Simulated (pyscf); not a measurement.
This saddle point was located with ωB97X-D3(BJ)/def2-SVP in PySCF.

```
Si
H 1 1.4975
H 1 1.5028 2 104.01
O 1 1.9102 2 103.58 3 107.60
H 4 0.9703 1 112.24 2 -132.17
H 4 1.2831 5 108.30 1 60.83
```
Charge 0, spin multiplicity 1.

Surface: singlet, charge 0. Lowest wavenumbers (cm⁻¹): 1593i, 341, 560, 591, 770.

Question: Name the species on either side of this saddle.

Answer: SiH₂ [singlet] + H₂O ⇌ HO–SiH₃, an insertion read from left to right: H–O broken and H–Si, O–Si formed. At CCSD(T)/def2-TZVPP + ΔMP2(QZVPP) it lies +0.31 eV from the left side and +3.58 eV from the right (each side as separated species at their lowest minima found). On the reactant side the descent ends in an adduct with a O–Si contact, 0.86 eV under the separated species and 1.01 eV under the saddle at ωB97X-D3(BJ)/def2-TZVP. What is counted as formed (O–Si) is already present as a longer contact in the reactant adduct; forming that adduct is a step of its own. At ωB97X-D3(BJ) the barrier from the zero used here is 0.15 eV. One saddle was located; it need not be the lowest between these sides. The CCSD(T) − MP2 part came from Ansatz, without density fitting, on the same reference.
